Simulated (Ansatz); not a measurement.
Wavefunction ladder for C2H7FN2 (`CC(N)(N)F`)

```xyz
12

C     1.155    0.413    0.291
C    -0.197    0.024   -0.277
N    -0.337   -1.380   -0.345
N    -1.347    0.541    0.406
F    -0.245    0.617   -1.559
H     1.250    1.500    0.299
H     1.964    0.005   -0.318
H     1.254    0.036    1.309
H    -1.219   -1.619   -0.780
H     0.425   -1.808   -0.851
H    -1.285    1.546    0.499
H    -1.417    0.125    1.325
```

The species carries charge 0 and has multiplicity 1. The geometry is a stationary point of PBE0-D4/def2-TZVP. It is one conformer, not always the lowest. Frozen core, restricted reference, Ansatz 0.2.0. CBS rows extrapolate triple and quadruple zeta; past MP2 they add the triple-zeta difference.

```json
{"basis": "def2-SVP", "HF (Eh)": "-287.94096", "MP2 corr.": "-0.80982", "CCSD corr.": "-0.85482", "(T)": "-0.02175", "CCSD(T) total": "-288.81753"}
{"basis": "def2-TZVPP", "HF (Eh)": "?", "MP2 corr.": "?", "CCSD corr.": "-1.05635", "(T)": "?", "CCSD(T) total": "?"}
{"basis": "def2-QZVPP", "HF (Eh)": "-288.29708", "MP2 corr.": "-1.10179", "CCSD corr.": "–", "(T)": "–", "CCSD(T) total": "–"}
{"basis": "CBS(def2)", "HF (Eh)": "-288.29892", "MP2 corr.": "?", "CCSD corr.": "-1.19115", "(T)": "as TZ", "CCSD(T) total": "?"}
```

(1) Fill in the withheld values. (An estimate is asked.)

Results:

(1) Computed: def2-TZVPP HF (Eh): -288.28371; def2-TZVPP MP2 corr.: -1.02435; def2-TZVPP (T): -0.03890; def2-TZVPP CCSD(T) total: -289.37896; CBS(def2) MP2 corr.: -1.15915; CBS(def2) CCSD(T) total: -289.52897.
